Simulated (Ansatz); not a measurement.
**NH4+ (singlet): from Hartree-Fock to the top rungs at scale of all distances = 0.864, cc-pVDZ**

An exercise on one series of results from a longer session: the logs are not shown, and one member is left open.

Method: cc-pVDZ, core rule «outside noble gas», up to 1 orbitals frozen; program: Ansatz 0.2.0, Gaussian basis.

The runs, in order: UHF; CCSD(T) on RHF; BCCD(T) on RHF; CISD; CCSDT(Q) on RHF; CASSCF and MRCISD+Q, 2 electrons in 2 orbitals; CASSCF and NEVPT2, 2 electrons in 2 orbitals; CASSCF and MRCISD+Q, 8 electrons in 8 orbitals; CASSCF and NEVPT2, 8 electrons in 8 orbitals.

14 further runs of the same task are left out: 1 for a mislabelled method, 1 for a known fault of the program, 10 that didn't finish, 2 set aside as unsound or not needed.

**The system**

The geometry derives from a PBE0/def2-TZVP stationary point (not a proven minimum). All distances are scaled together.

5 atoms, charge 1, spin multiplicity 1.

Atoms are counted from 1 here; the program's logs count them from 0.

Bond lengths: N1–H2 0.884 Å, N1–H3 0.884 Å, N1–H4 0.884 Å, N1–H5 0.884 Å. Angles: H2–N1–H3 109.5°, H2–N1–H4 109.5°, H2–N1–H5 109.5°, H3–N1–H4 109.5°, H3–N1–H5 109.5°, H4–N1–H5 109.5°.

The first run:

in.yaml

```yaml
crystal:
  periodic: [false, false, false]
  atoms:
    - {symbol: N, position_ang: [0.000000, 0.000000, 0.000000]}
    - {symbol: H, position_ang: [0.510057, 0.511749, 0.509945]}
    - {symbol: H, position_ang: [-0.512284, -0.508245, 0.511215]}
    - {symbol: H, position_ang: [-0.508881, 0.509412, -0.513447]}
    - {symbol: H, position_ang: [0.511109, -0.512917, -0.507713]}
basis:
  gaussian: {orbitals: cc-pVDZ}
total_charge: 1
magnetization: {spin_polarized: true, initial_magnetization: 0}
hamiltonian: {xc: hf}
output: {orbitals: {seedname: orbitals}}
```

Launch:

```bash
$ ansatz run in.yaml --threads 1 --pin off --events-out ev --progress --plain --max-ram 2393MiB
```

Steps of the session up to this table: UHF; CCSD(T) on RHF; BCCD(T) on RHF; CISD; CCSDT(Q) on RHF; CASSCF and MRCISD+Q, 2 electrons in 2 orbitals; CASSCF and NEVPT2, 2 electrons in 2 orbitals; CASSCF and MRCISD+Q, 8 electrons in 8 orbitals; CASSCF and NEVPT2, 8 electrons in 8 orbitals.

One table of the session follows, with a row left open; its other results are not shown here.

It belongs to the step «Misses and costs». 

| method | from RCCSDT(Q) (meV) |
| --- | --- |
| RHF | +5263.8 |
| RMP2 | +554.8 |
| CISD | +258.7 |
| RCCSD | +90.2 |
| RCCSD(T) | +9.9 |
| BCCD(T) | ? |
| RCCSDT | +4.2 |
| RCCSDT(Q) | 0 |
| CASSCF pair | +4891.5 |
| NEVPT2 pair | +573.5 |
| MRCISD pair | +225.2 |
| MRCISD+Q pair | +12.6 |
| CASSCF valence | +2926.8 |
| NEVPT2 valence | +676.1 |
| MRCISD valence | +76.7 |
| MRCISD+Q valence | -2.0 |

Estimate the missing values for BCCD(T).

As computed: from RCCSDT(Q) (meV): +10.0. In the column «from RCCSDT(Q) (meV)» it lies between RCCSD(T) (+9.9) and MRCISD+Q pair (+12.6).
